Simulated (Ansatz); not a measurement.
Program: Ansatz. Geometries: PBE0-D4/def2-TZVP. ΔE: electronic, gas phase. CCSD(T)/CBS adds triple-zeta CCSD(T) − MP2 to the extrapolated MP2 energy (def2 sets, frozen cores). This one scheme is used for every species. Functionals use def2-TZVPP. One conformer a species, not always the lowest.

Consider the formal hydrolysis of a C–C bond: `CC(O)CCO` + H₂O → `CC(O)CO` + CH₃OH.

```tsv
level	ΔE (eV)
r2SCAN-D4	0.58
PBE	0.54
r2SCAN	0.57
MP2/def2-TZVPP	0.68
CCSD(T)/def2-TZVPP	0.62
HF/def2-QZVPP	0.39
SCS-MP2/def2-QZVPP	0.62
MP2/CBS(def2)	0.71
```

**Question.** What does CCSD(T)/CBS give? (Estimate.)

**Answer.** Ansatz gave: +0.65 eV. The listed levels differ from it by -0.07, -0.11, -0.08, 0.03, -0.03, -0.26, -0.03, 0.06 eV.

Largest T1 diagnostic among the species: 0.010.

In def2-TZVPP, CCSD(T) changes the Hartree–Fock value by +0.23 eV (the triples alone add +0.03 eV) and MP2 by +0.29 eV. The D4 term adds +0.08 eV with B3LYP and +0.04 eV with PBE0; it sums over pairs of atoms, weighted by their polarisabilities, and B3LYP, whose exchange is more repulsive, gets the larger term.

B3LYP here is the variant with VWN-RPA as its local correlation; programs differ in this.
